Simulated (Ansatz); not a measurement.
Mulliken charges of `C#CC[O]` radical from ωB97M-V/def2-TZVPP in Ansatz (PBE0-D4/def2-TZVP geometry).

```json
{"atom": "C1", "x (Å)": "-1.216", "y (Å)": "0.840", "z (Å)": "-0.898", "charge (e)": "0.032"}
{"atom": "C2", "x (Å)": "-0.370", "y (Å)": "0.254", "z (Å)": "-0.282", "charge (e)": "-0.261"}
{"atom": "C3", "x (Å)": "0.669", "y (Å)": "-0.451", "z (Å)": "0.466", "charge (e)": "-0.091"}
{"atom": "O4", "x (Å)": "0.348", "y (Å)": "-1.673", "z (Å)": "0.957", "charge (e)": "-0.208"}
{"atom": "H5", "x (Å)": "-1.973", "y (Å)": "1.353", "z (Å)": "-1.443", "charge (e)": "0.236"}
{"atom": "H6", "x (Å)": "1.579", "y (Å)": "-0.563", "z (Å)": "-0.154", "charge (e)": "0.147"}
{"atom": "H7", "x (Å)": "1.024", "y (Å)": "0.172", "z (Å)": "1.309", "charge (e)": "0.147"}
```

Question: By hand: the dipole of these point charges (1 e Å = 4.8032 D).

Answer: Σ q r = (-0.159, 0.611, -0.367) e Å, of length 0.730 e Å = 3.51 D.

Question: How does the dipole of the full density compare? (An estimate is asked.)

Answer: The calculation gave: (0.163, 0.347, -0.113) e Å, 1.92 D; the point charges give 1.83 times that, at 39° from its direction.

Point charges leave out the atoms' own dipoles, such as those of lone pairs, and Mulliken's split depends on the basis, so the two needn't agree.
